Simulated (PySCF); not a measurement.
CHN, SMILES [C-]#[NH+] (connectivity only; charge and spin as stated), charge +1, multiplicity 2.

Coordinates come from a B3LYP-D3(BJ)/def2-TZVPD optimisation. The multiplicity is an assumed one; other spin states were not compared.

All values below come from PBE/def2-TZVPD (PySCF).

### Question
Estimate the frontier levels, dipole moment and polarisability. (An estimate is asked for; the answer gives what the named calculation found.)

### Answer

The α spin, highest occupied and lowest empty level comes out as -19.05 and -10.35 eV and the β spin, highest occupied and lowest empty level is -18.75 and -15.93 eV. The dipole moment about the centre of nuclear charge comes out as 0.44 D and the mean static polarisability comes out as 11.9 bohr³ (1.77 Å³). The polarisability, principal values is 10.0, 10.0, 15.9 bohr³. The ⟨S²⟩ is 0.772 (pure state 0.75).
